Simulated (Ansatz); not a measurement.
bcc K

All values below come from PBE (Ansatz, a quantum-chemistry and plane-wave program, PAW).

Settings: plane-wave cutoff 520 eV, 18×18×18 k mesh, Fermi–Dirac smearing 0.07 eV (set by the program), scalar-relativistic PAW data made under PBE.

Cell: measured lattice: a = 5.3269 Å, b = 5.3269 Å, c = 5.3269 Å, α = 90.00°, β = 90.00°, γ = 90.00°.

* **elastic constant C11**: 3.59 GPa
* **elastic constant C12**: 3.09 GPa
* **elastic constant C44**: 2.63 GPa
* **Voigt–Reuss–Hill bulk modulus**: 3.26 GPa
* **Voigt–Reuss–Hill shear modulus (Hill average)**: 1.11 GPa
* **Young modulus**: 3.0 GPa
* **Poisson ratio**: 0.347

Note: the cell isn't this level's own, so it is under some stress, which shifts stiffness and frequencies.

Elastic constants are with the ions relaxed.
